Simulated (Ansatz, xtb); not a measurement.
Two structures of H3OS3−

We compare a, a singlet given by its coordinates, with b, a singlet given by its coordinates. Both are gas-phase species (loosely bound parts included), relaxed with PBE-D3(BJ)/def2-SVPD.

a (Å):

| atom | x (Å) | y (Å) | z (Å) |
| --- | --- | --- | --- |
| O | 1.4824 | 1.9576 | -0.6779 |
| S | -1.3457 | 0.3103 | 1.0130 |
| S | 1.5556 | 0.5272 | -1.5656 |
| S | 0.3432 | 1.1469 | 1.9868 |
| H | 1.1748 | 1.6960 | 0.2878 |
| H | 0.2131 | 0.2213 | -1.5936 |
| H | -0.9100 | -0.9768 | 0.8173 |

Close contacts (Å): O1–S3 1.69, S2–S4 2.12, O1–H5 1.05, S2–H7 1.37, S3–H6 1.38, S4–H5 1.97.

b (Å):

```xyz
7

O     1.3824    1.0104    0.1444
S     0.9293   -1.9801   -0.3291
S    -1.2794    2.2312    0.2757
S     1.4278   -0.3953    0.9918
H     2.1732   -2.2288   -0.8551
H     0.3583    1.4450    0.1934
H    -1.7610    1.2903    1.1364
```

Close contacts (Å): O1–S4 1.64, S2–S4 2.12, O1–H6 1.11, S2–H5 1.37, S3–H6 1.82, S3–H7 1.36.

Task: Estimate which is lower in electronic energy at CCSD(T)/def2-SVPD + ΔMP2/def2-TZVPPD, and by roughly how much.

Result: The CCSD(T)/def2-SVPD + ΔMP2/def2-TZVPPD calculation puts structure b lower, by 5.2 kcal/mol.

The same difference at several levels:

```json
{"level": "PBE-D3(BJ)/def2-SVPD", "geometry": "PBE-D3(BJ)/def2-SVPD", "E(b) − E(a) (kcal/mol)": "−8.1", "departure from the last row (kcal/mol)": "−2.9", "job, with rough time for the two": "optimisation, 1.7 min"}
{"level": "HF/def2-SVPD", "geometry": "PBE-D3(BJ)/def2-SVPD", "E(b) − E(a) (kcal/mol)": "+0.9", "departure from the last row (kcal/mol)": "+6.1", "job, with rough time for the two": "part of the CCSD(T) run"}
{"level": "MP2/def2-SVPD", "geometry": "PBE-D3(BJ)/def2-SVPD", "E(b) − E(a) (kcal/mol)": "−4.6", "departure from the last row (kcal/mol)": "+0.6", "job, with rough time for the two": "part of the CCSD(T) run"}
{"level": "CCSD(T)/def2-SVPD", "geometry": "PBE-D3(BJ)/def2-SVPD", "E(b) − E(a) (kcal/mol)": "−3.7", "departure from the last row (kcal/mol)": "+1.5", "job, with rough time for the two": "single point"}
{"level": "CCSD(T)/def2-SVPD + ΔMP2/def2-TZVPPD", "geometry": "PBE-D3(BJ)/def2-SVPD", "E(b) − E(a) (kcal/mol)": "−5.2", "departure from the last row (kcal/mol)": "", "job, with rough time for the two": "single point, 45 s"}
```

HF/def2-SVPD puts the two in the other order. The largest departure from CCSD(T)/def2-SVPD + ΔMP2/def2-TZVPPD is that of HF/def2-SVPD, 6.1 kcal/mol. Levels run at GFN2-xTB geometries aren't shown. The last row adds to CCSD(T) the change of the MP2 difference between the two basis sets, here −1.5 kcal/mol.

With harmonic frequencies from PBE-D3(BJ)/def2-SVPD (ideal gas, rigid rotor, one conformer each, 298.15 K, 1 atm): on the last row, ΔE + ΔZPE = −6.5 kcal/mol. A mode under 50 cm⁻¹ makes harmonic enthalpies and free energies unreliable, so none is given.

The correlated steps freeze 16 core orbitals. Codes used: Ansatz 0.2.0; the last row on 2 threads of Arm Neoverse V1 on a shared host.
